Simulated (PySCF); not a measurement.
**Which functional comes closest?**

Molecule: `c1cccpc1`, C5H5P.

Bonds (- single, = double, # triple, : aromatic): C1:C2 1.396 Å, C2:C3 1.391 Å, C3:P4 1.738 Å, P4:C5 1.738 Å, C5:C6 1.391 Å, C6:C1 1.396 Å. C1 carries H7; C2 carries H8; C3 carries H9; C5 carries H10; C6 carries H11.

Geometry PBE0-D3(BJ)/def2-SVP throughout; GIAO in PySCF, gas phase, one conformer, non-relativistic; equivalent atoms averaged; basis pcSseg-2.

Reference values (measured; solution, CHCl3; Yu. Yu. Rusakov, I. L. Rusakova, Phys. Chem. Chem. Phys. 2023, supporting information (pecS-n basis sets for 31P)): δ(P4) = 211.0 ppm vs 85 % H3PO4. Computed shifts are taken against H3PO4, calculated as an isolated molecule at each level.

Question: How do the functionals HF, LDA, PBE, BLYP, BP86, OPBE perform against the reference? Times are CPU seconds on 1 thread of an Intel Xeon Platinum 8259CL, shared host.

Answer: 
| functional | kind | P4 | abs. error P | core-s |
| --- | --- | --- | --- | --- |
| HF | Hartree–Fock | 241.3 | 30.3 | 33 |
| LDA | LDA | 231.1 | 20.1 | 83 |
| PBE | GGA | 213.7 | 2.7 | 91 |
| BLYP | GGA | 224.3 | 13.3 | 88 |
| BP86 | GGA | 215.2 | 4.2 | 91 |
| OPBE | GGA | 195.0 | 16.0 | 95 |

For 31P the closest is PBE (2.7 ppm) and the furthest HF (30.3 ppm). One molecule is a small sample, and vibrational and solvent effects are absent from the calculation.
